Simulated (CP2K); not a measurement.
# A workflow on Si2H6O (disiloxane), part 2 of 2

CP2K 2026.2.

## (4) The excited states at PBE/TZVP-GTH (core potential, dipole form LENGTH) (run 3)

The input, calc.inp:

```
&GLOBAL
 PROJECT_NAME calc
 RUN_TYPE ENERGY
 PRINT_LEVEL MEDIUM
&END GLOBAL

&FORCE_EVAL
 METHOD QS
 &DFT
  BASIS_SET_FILE_NAME GTH_BASIS_SETS
  POTENTIAL_FILE_NAME GTH_POTENTIALS
  &QS
   METHOD GPW
   EPS_DEFAULT 1.0E-10
  &END QS
  &MGRID
   CUTOFF 400
   REL_CUTOFF 50
   NGRIDS 4
  &END MGRID
  &POISSON
   PERIODIC NONE
   POISSON_SOLVER WAVELET
  &END POISSON
  &SCF
   SCF_GUESS ATOMIC
   EPS_SCF 1.0E-06
   MAX_SCF 30
   &OT
    MINIMIZER DIIS
    PRECONDITIONER FULL_ALL
   &END OT
   &OUTER_SCF
    EPS_SCF 1.0E-06
    MAX_SCF 8
   &END OUTER_SCF
  &END SCF
  &XC
   &XC_FUNCTIONAL
    &GGA_X_PBE
    &END GGA_X_PBE
    &GGA_C_PBE
    &END GGA_C_PBE
   &END XC_FUNCTIONAL
  &END XC
  &PRINT
   &MOMENTS
    PERIODIC F
    REFERENCE COM
    MAX_MOMENT 1
   &END MOMENTS
   &MO_CUBES
    NLUMO 5
    NHOMO -1
    WRITE_CUBE F
   &END MO_CUBES
   &HIRSHFELD OFF
   &END HIRSHFELD
  &END PRINT
 &END DFT
 &SUBSYS
  &CELL
   ABC 12.6 12.6 12.6
   PERIODIC NONE
  &END CELL
  &COORD
   UNIT bohr
   Si    -1.4312030     2.0313044    -1.7533257
   O      0.2604043     0.0510037    -0.1543717
   Si     1.4513286    -2.0284131     1.7422519
   H     -3.3992016     0.5801459    -3.0394166
   H      0.3164346     3.2260649    -3.5219015
   H     -2.5069107     3.8392810     0.0371520
   H      4.1344184    -2.1431573     1.1032977
   H      0.1519718    -4.4188978     1.2649827
   H      1.0227576    -1.1373317     4.3213312
  &END COORD
  &TOPOLOGY
   &CENTER_COORDINATES
   &END CENTER_COORDINATES
  &END TOPOLOGY
  &KIND Si
   BASIS_SET TZVP-GTH-q4
   POTENTIAL GTH-PBE-q4
  &END KIND
  &KIND O
   BASIS_SET TZVP-GTH-q6
   POTENTIAL GTH-PBE-q6
  &END KIND
  &KIND H
   BASIS_SET TZVP-GTH-q1
   POTENTIAL GTH-PBE-q1
  &END KIND
 &END SUBSYS
 &PROPERTIES
  &TDDFPT
   NSTATES 4
   MAX_ITER 50
   CONVERGENCE [eV] 1.0E-04
   &DIPOLE_MOMENTS
    DIPOLE_FORM LENGTH
   &END DIPOLE_MOMENTS
  &END TDDFPT
 &END PROPERTIES
&END FORCE_EVAL
```

Launch:

```bash
$ OMP_NUM_THREADS=2 cp2k.psmp -i calc.inp > calc.out 2>&1
```

Log, shortened:

```text
CP2K| version string:                                       CP2K version 2026.2
[...]
 GLOBAL| Method name                                                        CP2K
[...]
 GLOBAL| Run type                                                         ENERGY
[...]
 DFT| Spin restricted Kohn-Sham (RKS) calculation                            RKS
 DFT| Multiplicity                                                             1
[...]
 DFT| Charge                                                                   0
[...]
 FUNCTIONAL| GGA_X_PBE:
[...]
 FUNCTIONAL| GGA_C_PBE:
[...]
 QS| Method:                                                                 GPW
[...]
 QS| Density cutoff [a.u.]:                                                200.0
[...]
 QS| Relative density cutoff [a.u.]:                                        25.0
[...]
                             - Atoms:                                          9
[...]
                             - Spherical basis functions:                     87
[...]
 Number of electrons:                                                         20
[...]
     1 OT DIIS     0.15E+00    6.2     0.12567169       -25.9979486301 -2.60E+01
[...]
    20 OT DIIS     0.15E+00    4.7     0.00000062       -27.4233100787 -1.17E-10
  *** SCF run converged in    20 steps ***
[...]
  Overlap energy of the core charge distribution:               0.00000011616073
  Self energy of the core charge distribution:                -70.50503568849727
  Core Hamiltonian energy:                                     19.57578743283737
  Hartree energy:                                              31.63946019547187
  Exchange-correlation energy:                                 -8.13352213463581
  Total energy:                                               -27.42331007866311
[...]
  Dipole moment [Debye]
    X= -0.1535616E+00 Y= -0.3280373E-01 Z=  0.9410801E-01  Total=      0.1830671
[...]
 HOMO - LUMO gap [eV] :    5.997518
[...]
 TDDFPT|                               1        87        10        77        87
[...]
 TDDFPT|      1       6.07708  -4.2810E-02 -1.4772E-02  1.8471E-02   3.56148E-04
 TDDFPT|      2       6.09654  -2.2040E-03 -2.8000E-02 -3.0780E-02   2.59328E-04
 TDDFPT|      3       7.16884   5.1047E-01  2.1970E-01 -1.5894E-01   5.86803E-02
 TDDFPT|      4       7.17791   3.3933E-02 -3.4471E-01 -4.2544E-01   5.29277E-02
[...]
 ENERGY| Total FORCE_EVAL ( QS ) energy [hartree]            -27.423310078663114
[...]
```

Wall time 2.8 min (2 threads of Intel Xeon Platinum 8375C at 2.90GHz (Ice Lake), shared host); peak memory 2 GiB.

The roots found:

| excited state | energy (eV) | strength |
| --- | --- | --- |
| 1 | 6.077 | 0.0004 |
| 2 | 6.097 | 0.0003 |
| 3 | 7.169 | 0.0587 |
| 4 | 7.178 | 0.0529 |

Run 4 isn't shown in full; the table further down has it.

## (5) The vertical excitations at PBE/QZV2P-GTH (core potential, dipole form LENGTH) (run 5)

The input, job.inp:

```
&GLOBAL
  PROJECT job
  RUN_TYPE ENERGY
  PRINT_LEVEL MEDIUM
&END GLOBAL

&FORCE_EVAL
  METHOD QUICKSTEP
  &DFT
    BASIS_SET_FILE_NAME GTH_BASIS_SETS
    POTENTIAL_FILE_NAME GTH_POTENTIALS
    ! Quickstep
    &QS
      METHOD GPW
      EPS_DEFAULT 1.0E-10
    &END QS
    ! plane-wave cutoff in Ry
    &MGRID
      CUTOFF 400
      REL_CUTOFF 50
      NGRIDS 4
    &END MGRID
    ! cluster boundary conditions
    &POISSON
      PERIODIC NONE
      POISSON_SOLVER WAVELET
    &END POISSON
    &SCF
      SCF_GUESS ATOMIC
      EPS_SCF 1.0E-06
      MAX_SCF 30
      &OT
        MINIMIZER DIIS
        PRECONDITIONER FULL_ALL
      &END OT
      &OUTER_SCF
        EPS_SCF 1.0E-06
        MAX_SCF 8
      &END OUTER_SCF
    &END SCF
    &XC
      &XC_FUNCTIONAL
        &GGA_X_PBE
        &END GGA_X_PBE
        &GGA_C_PBE
        &END GGA_C_PBE
      &END XC_FUNCTIONAL
    &END XC
    &PRINT
      &MOMENTS
        PERIODIC F
        REFERENCE COM
        MAX_MOMENT 1
      &END MOMENTS
      &MO_CUBES
        NLUMO 5
        NHOMO -1
        WRITE_CUBE F
      &END MO_CUBES
      &HIRSHFELD OFF
      &END HIRSHFELD
    &END PRINT
  &END DFT
  ! structure
  &SUBSYS
    &CELL
      ABC 12.6 12.6 12.6
      PERIODIC NONE
    &END CELL
    &COORD
      UNIT bohr
      Si    -1.4312030     2.0313044    -1.7533257
      O      0.2604043     0.0510037    -0.1543717
      Si     1.4513286    -2.0284131     1.7422519
      H     -3.3992016     0.5801459    -3.0394166
      H      0.3164346     3.2260649    -3.5219015
      H     -2.5069107     3.8392810     0.0371520
      H      4.1344184    -2.1431573     1.1032977
      H      0.1519718    -4.4188978     1.2649827
      H      1.0227576    -1.1373317     4.3213312
    &END COORD
    &TOPOLOGY
      &CENTER_COORDINATES
      &END CENTER_COORDINATES
    &END TOPOLOGY
    &KIND Si
      BASIS_SET QZV2P-GTH-q4
      POTENTIAL GTH-PBE-q4
    &END KIND
    &KIND O
      BASIS_SET QZV2P-GTH-q6
      POTENTIAL GTH-PBE-q6
    &END KIND
    &KIND H
      BASIS_SET QZV2P-GTH-q1
      POTENTIAL GTH-PBE-q1
    &END KIND
  &END SUBSYS
  &PROPERTIES
    ! excited states
    &TDDFPT
      NSTATES 4
      MAX_ITER 50
      CONVERGENCE [eV] 1.0E-04
      &DIPOLE_MOMENTS
        DIPOLE_FORM LENGTH
      &END DIPOLE_MOMENTS
    &END TDDFPT
  &END PROPERTIES
&END FORCE_EVAL
```

Launch:

```bash
$ OMP_NUM_THREADS=2 cp2k.psmp -i job.inp > job.out 2>&1
```

Log, shortened:

```text
CP2K| version string:                                       CP2K version 2026.2
[...]
 GLOBAL| Method name                                                        CP2K
[...]
 GLOBAL| Run type                                                         ENERGY
[...]
 DFT| Spin restricted Kohn-Sham (RKS) calculation                            RKS
 DFT| Multiplicity                                                             1
[...]
 DFT| Charge                                                                   0
[...]
 FUNCTIONAL| GGA_X_PBE:
[...]
 FUNCTIONAL| GGA_C_PBE:
[...]
 QS| Method:                                                                 GPW
[...]
 QS| Density cutoff [a.u.]:                                                200.0
[...]
 QS| Relative density cutoff [a.u.]:                                        25.0
[...]
                             - Atoms:                                          9
[...]
                             - Spherical basis functions:                    138
[...]
 Number of electrons:                                                         20
[...]
     1 OT DIIS     0.15E+00    5.3     0.09616052       -26.5127768894 -2.65E+01
[...]
    13 OT DIIS     0.15E+00    5.1     0.00000062       -27.4536658405 -2.80E-10
  *** SCF run converged in    13 steps ***
[...]
  Overlap energy of the core charge distribution:               0.00000011616073
  Self energy of the core charge distribution:                -70.50503568849727
  Core Hamiltonian energy:                                     19.56601608473606
  Hartree energy:                                              31.62391982215188
  Exchange-correlation energy:                                 -8.13856617504311
  Total energy:                                               -27.45366584049171
[...]
  Dipole moment [Debye]
    X= -0.1402320E+00 Y= -0.3012640E-01 Z=  0.8617154E-01  Total=      0.1673265
[...]
 HOMO - LUMO gap [eV] :    5.994741
[...]
 TDDFPT|                               1       138        10       128       138
[...]
 TDDFPT|      1       6.06134   6.5420E-02  2.1499E-02 -2.9328E-02   8.31920E-04
 TDDFPT|      2       6.08367  -4.4954E-03 -4.2995E-02 -4.6268E-02   5.97597E-04
 TDDFPT|      3       7.17273  -5.3544E-01 -2.1065E-01  1.9104E-01   6.45921E-02
 TDDFPT|      4       7.18385  -7.8460E-03  3.6920E-01  4.3310E-01   5.70149E-02
[...]
 ENERGY| Total FORCE_EVAL ( QS ) energy [hartree]            -27.453665840491706
[...]
```

Wall time 2.1 min (2 threads of Intel Xeon Platinum 8375C at 2.90GHz (Ice Lake), shared host); peak memory 2 GiB.

The roots found:

| excited state | energy (eV) | strength |
| --- | --- | --- |
| 1 | 6.061 | 0.0008 |
| 2 | 6.084 | 0.0006 |
| 3 | 7.173 | 0.0646 |
| 4 | 7.184 | 0.0570 |

## (6) Overview of the runs

| run | level | energy (Eh) | dipole moment (D) | HOMO energy (eV) | LUMO energy (eV) | wall time |
| --- | --- | --- | --- | --- | --- | --- |
| 1 | PBE/SZV-GTH (core potential, dipole form LENGTH) | -27.108456 | 0.22 | -7.93 | -0.36 | 3.5 min |
| 2 | PBE/DZVP-GTH (core potential, dipole form LENGTH) | -27.402100 | 0.22 | -6.89 | -0.80 | 3 min |
| 3 | PBE/TZVP-GTH (core potential, dipole form LENGTH) | -27.423310 | 0.18 | -6.99 | -0.99 | 2.8 min |
| 4 | PBE/TZV2P-GTH (core potential, dipole form LENGTH) | -27.451165 | 0.16 | -7.10 | -1.08 | 2.7 min |
| 5 | PBE/QZV2P-GTH (core potential, dipole form LENGTH) | -27.453666 | 0.17 | -7.12 | -1.12 | 2.1 min |

Convergence of the lowest excitation energy of singlet Si2H6O with the basis set, against the last point:

| basis set | from the last (eV) | wall time |
| --- | --- | --- |
| SZV-GTH | +1.9350 | 3.5 min |
| DZVP-GTH | +0.1367 | 3 min |
| TZVP-GTH | +0.0157 | 2.8 min |
| TZV2P-GTH | +0.0355 | 2.7 min |
| QZV2P-GTH | +0.0000 | 2.1 min |

Convergence of the dipole moment of singlet Si2H6O with the basis set, against the last point:

| basis set | from the last (D) | wall time |
| --- | --- | --- |
| SZV-GTH | +0.0482 | 3.5 min |
| DZVP-GTH | +0.0551 | 3 min |
| TZVP-GTH | +0.0157 | 2.8 min |
| TZV2P-GTH | -0.0030 | 2.7 min |
| QZV2P-GTH | +0.0000 | 2.1 min |

## (7) Results

What follows sums up all 2 parts.

| quantity | value |
| --- | --- |
| run 5, PBE/QZV2P-GTH: total energy | -27.45367 Eh |
| run 5, PBE/QZV2P-GTH: dipole moment | 0.17 D |
| run 5, PBE/QZV2P-GTH: HOMO energy | -7.12 eV |
| run 5, PBE/QZV2P-GTH: LUMO energy | -1.12 eV |
| run 5, PBE/QZV2P-GTH: HOMO–LUMO gap | 5.99 eV |
| run 5, PBE/QZV2P-GTH: lowest excitation energy | 6.06 eV |

**Reading.** For the lowest excitation energy of singlet Si2H6O to stay within 0.1 eV of the last point, TZVP-GTH is the first point of the series from which all later ones do (2.8 min against 2.1 min). The dipole moment (its size) runs from 0.16 D (PBE/TZV2P-GTH) to 0.22 D (PBE/DZVP-GTH). The HOMO–LUMO gap runs from 5.99 eV (PBE/QZV2P-GTH) to 7.57 eV (PBE/SZV-GTH). In run 1 the basis is minimal, so the values are rough. All runs together took 14 min, the longest 3.5 min.
